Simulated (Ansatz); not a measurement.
## Reading a saddle point

A first-order saddle point of CH$_{5}$AlO, closed shell, PBE0-D4/def2-TZVP, with one imaginary mode of 356i cm⁻¹:

```
8
angstrom
Al -1.1225 -0.2225 0.3620
O 0.2965 -0.4442 -1.0521
C 1.2057 0.1575 -0.4863
H -0.3000 1.0338 1.0144
H -2.3436 0.2130 -0.5504
H -1.0536 -1.5630 1.2132
H 1.5930 -0.1590 0.4912
H 1.7246 0.9844 -0.9919
```

Ansatz 0.2.0; basis: def2-TZVPP and def2-QZVPP; cores frozen in the correlated methods. Extrapolation: Hartree–Fock as exp(−7.88 √X), correlation as X^−2.97.

Question: Which contacts change along the imaginary mode, and what lies on either side? (A judgement: the text doesn't fix the answer.)

Answer: Computed: The step is CH₅AlO ([CH3][O][AlH2]) → CH₂O ([CH2][O]) + AlH₃ (still joined by a long Al–O bond), with the molecules in contact on both sides. Shortening one way: Al1–H4; lengthening the same way: Al1–O2, C3–H4.
```tsv
pair	one side (Å)	saddle (Å)	other side (Å)
Al1–H4	3.53	1.64	1.61
Al1–O2	1.69	2.02	2.01
C3–H4	1.09	2.30	2.87
```

Question: Which side is lower, and how far does the saddle lie above each? (An estimate is asked for; the value comes from the calculation.)

Answer: Computed: The side with Al1–O2, C3–H4 short is lower by 160.6 kJ/mol; the saddle lies 205.6 kJ/mol above it and 45.0 kJ/mol above the other (CCSD(T) at an estimated basis limit (MP2 extrapolated from triple and quadruple zeta, plus CCSD(T) − MP2 in triple zeta); electronic energies).

No T1 diagnostic of these runs exceeds 0.019.

Such eliminations are a main way in which metal alkyl precursors decompose in metal-organic vapour deposition.

Labels in which every atom is bracketed show which atoms are joined, not bond orders.

For scale, one of the runs: CCSD(T)/def2-TZVPP, 174 basis functions, launched by `ansatz run in.yaml --threads 2 --pin off --events-out ev --progress --plain --max-ram 4352MiB`. Time: 21 s of wall clock on 2 CPU threads of an Intel Xeon Platinum 8259CL; the host was shared. Peak host memory: 1.5 GiB.
